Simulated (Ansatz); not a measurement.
# Vertical ionisation energies of 7 species: errors by method

Ansatz 0.2.0, functionals in def2-QZVPP, HF, MP2 and coupled cluster extrapolated from def2-TZVPP and def2-QZVPP (exp(−7.88 √X), X^−2.97); geometries are PBE0/def2-TZVP minima. Wave-function levels freeze the cores; HF, MP2 and coupled cluster are restricted for singlets and unrestricted otherwise, Kohn–Sham unrestricted where that lies lower. The best estimate adds to that CCSD(T) limit the step from CCSD(T) to the highest level run in a smaller set (CCSDT(Q)/cc-pVDZ, CCSDT(Q)/cc-pVTZ, CCSDTQ/cc-pVDZ, full CI/cc-pVDZ). It lacks core correlation, which semilocal and hybrid functionals hold and which counts in their errors here, (a few kJ/mol in atomization energies of light atoms) is good to about 1 kcal/mol where the step is under 0.06 eV, as here, and is no measured value. An error is the level's value less this estimate. Energies are electronic, without zero-point terms. No spin–orbit coupling and no scalar relativity. CCSD(T)'s error is that step with its sign reversed, by construction, and steps from double-zeta sets run high. The species are chosen: bound, without strong static correlation by their natural occupations or amplitudes, in their lowest spin state as far as vertical gaps and like structures tell, with only the lowest ion state computed, and with a ladder that closes on the reference, so errors are smaller than for species at large; levels whose determinant breaks symmetry or spin markedly are left out.

```csv
species,quantity,reference,value (eV),error CCSD,error CCSD(T),error PBE,error BLYP,error PBE0,error B3LYP,error wB97M-V
"HN–SH, doublet (N–S 1.625, N–H 1.024, S–H 1.348, angles at S 97°, angles at N 105°)",vertical ionisation to the singlet,limit + step to CCSDT(Q)/cc-pVDZ,8.836,0.135,0.013,0.057,-0.089,0.293,0.253,0.095
"HOP, triplet (O–P 1.634, O–H 0.963, angle at O 115°)",vertical ionisation to the doublet,limit + step to CCSDTQ/cc-pVDZ,8.688,0.049,0.016,-0.112,-0.311,0.071,-0.007,-0.172
"CH2, triplet (C–H 1.079, angle at C 135°)",vertical ionisation to the doublet,limit + step to full CI/cc-pVDZ,10.401,-0.047,-0.001,0.173,-0.082,0.131,0.049,-0.075
"H2Al–Li, singlet (Li–Al 2.639, Al–H 1.618, angles at Al 108/126°)",vertical ionisation to the doublet,limit + step to full CI/cc-pVDZ,6.996,-0.039,-0.003,-0.113,-0.172,-0.106,-0.010,0.075
"HCO, doublet (C–O 1.169, C–H 1.125, angle at C 125°)",vertical ionisation to the singlet,limit + step to CCSDTQ/cc-pVDZ,9.230,0.117,0.010,0.188,0.132,0.408,0.452,0.182
"O–CH2, singlet (C–O 1.195, C–H 1.109, angles at C 116/122°)",vertical ionisation to the doublet,limit + step to CCSDT(Q)/cc-pVTZ,10.974,-0.062,0.021,-0.244,-0.297,-0.211,-0.093,-0.141
"HB–SH, doublet (B–S 1.742, B–H 1.189, S–H 1.348, angles at S 100°, angles at B 125°)",vertical ionisation to the singlet,limit + step to CCSDT(Q) and CCSDTQ/cc-pVDZ,8.405,0.031,0.007,0.028,-0.145,0.147,0.099,-0.101
```

```tsv
level	mean absolute error (eV)	mean signed error	largest error
CCSD(T)	0.010	0.009	0.021 (O–CH2)
CCSD	0.069	0.026	0.135 (HN–SH)
wB97M-V	0.120	-0.020	0.182 (HCO)
PBE	0.131	-0.003	-0.244 (O–CH2)
B3LYP	0.138	0.106	0.452 (HCO)
BLYP	0.175	-0.138	-0.311 (HOP)
PBE0	0.195	0.105	0.408 (HCO)
```
